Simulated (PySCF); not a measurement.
Shapes and spin states of [SiH3]-

Computed with PBE0/[Si def2-TZVPD, H def2-TZVPD], no relativity, density fitting, PySCF.

Relaxations began from a few typed shapes and spin states; open shells are unrestricted. The search is not exhaustive: other isomers or separated fragments can lie lower, and high-lying points may rest on an excited occupation.

```csv
spin,group,bonds,angles,imaginary modes (cm⁻¹),ΔE (kJ/mol),ΔE with ZPE (kJ/mol)
singlet,C3v,Si–H 1.545 Å (×3),H–Si–H 94.0° (×3),none,0.0,0.0
singlet,D3h,Si–H 1.484 Å (×3),H–Si–H 120.0° (×3),974i,120.6,–
triplet,C2v,"Si–H 1.524 Å, Si–H 1.636 Å (×2)","H–Si–H 94.3° (×2), H–Si–H 171.5°",none,210.8,203.6
triplet,C3v,Si–H 1.510 Å (×3),H–Si–H 112.8° (×3),none,251.3,247.6
triplet,D3h,Si–H 1.592 Å (×3),H–Si–H 120.0° (×3),"632i, 632i",251.3,–
```

The lowest minimum found is the singlet C3v: Si–H 1.545 Å (×3); H–Si–H 94.0° (×3).

For the lowest minimum: the highest occupied level lies above zero, a sign of self-interaction error or too small a basis; response properties are unreliable. The lowest empty level of this anion is unbound, so it and the gap depend on the basis.
